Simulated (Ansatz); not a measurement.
`N=C(O)O`, relaxed with RKS PBE0-D4/def2-TZVP in the Gaussian-basis code of Ansatz from a PBE-D4/def2-SVP geometry. The force threshold is 0.005 eV/Å; the program also tests the step.

Charge 0, multiplicity 1.

Start:

```xyz
7

N     0.893   -0.440    0.569
C    -0.140    0.110    0.049
O    -0.968    0.882    0.776
O    -0.618    0.062   -1.220
H     1.427   -1.004   -0.105
H    -0.585    0.874    1.677
H    -0.008   -0.484   -1.747
```

| step | energy (eV) | largest force (eV/Å) | largest move (Å) |
| --- | --- | --- | --- |
| 1 | -6665.4851 | 0.857 | 0.000 |
| 2 | -6665.5175 | 0.309 | 0.017 |
| 3 | -6665.5215 | 0.096 | 0.007 |
| 4 | -6665.5217 | 0.088 | 0.011 |
| 5 (rejected) | -6665.5215 | 0.079 | 0.008 |
| 6 | -6665.5220 | 0.007 | 0.004 |
| 7 | -6665.5220 | 0.008 | 0.002 |
| 8 | -6665.5220 | 0.000 | 0.001 |

End:

```xyz
7

N     0.883   -0.440    0.559
C    -0.136    0.107    0.050
O    -0.955    0.868    0.771
O    -0.603    0.066   -1.206
H     1.418   -0.992   -0.101
H    -0.589    0.874    1.664
H    -0.019   -0.483   -1.736
```

Run time 15 s (2 threads of an Arm Neoverse V2 on a shared host); peak host memory 0.22 GiB.
